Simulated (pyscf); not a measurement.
A first-order saddle from PySCF, ωB97X-D3(BJ)/def2-SVP:

```
Si
F 1 1.6298
Si 1 2.3315 2 109.49
H 3 1.4881 1 109.27 2 134.67
H 3 1.4888 4 110.97 1 116.28
H 3 1.4938 4 109.23 5 121.54
Si 1 2.3452 2 103.18 3 -130.96
H 7 1.4894 1 108.31 2 -59.36
H 7 1.4904 8 110.16 1 119.42
H 7 1.4924 8 109.83 9 121.26
Si 1 2.4877 2 128.36 7 -100.37
H 11 1.4783 1 135.49 2 -69.99
H 11 1.4861 12 114.22 1 -150.62
H 11 1.5164 12 105.30 13 -118.62
Cl 11 2.4978 12 86.24 14 -153.21
Cl 15 2.4908 11 78.44 12 73.61
```

Surface: singlet, charge 0. Lowest wavenumbers (cm⁻¹): 604i, 44, 60, 72, 106.

**Question.** Which two sides does it connect, and which bonds change?

**Answer.** F–Si(SiH₃)(SiH₃)–SiH₃ + chlorine (Cl–Cl) ⇌ F–Si(SiH₃)(SiH₃)–Cl + H₃Si–Cl, a four-centre exchange read from left to right: Si–Si, Cl–Cl broken and Cl–Si, Cl–Si formed. At ωB97M-D3(BJ)/def2-TZVP it lies +226.7 kJ/mol from the left side and +596.1 kJ/mol from the right (each side as separated species at their lowest minima found). From the product side, •H₂Si–Cl + H• + F–Si(SiH₃)(SiH₃)–Cl lies, by one bond made or cut, 191.4 kJ/mol under this saddle at ωB97M-D3(BJ)/def2-TZVP. One saddle was located; it need not be the lowest between these sides. A restricted solution here is unstable towards spin polarisation, so biradical character is likely and single-reference numbers are less safe.
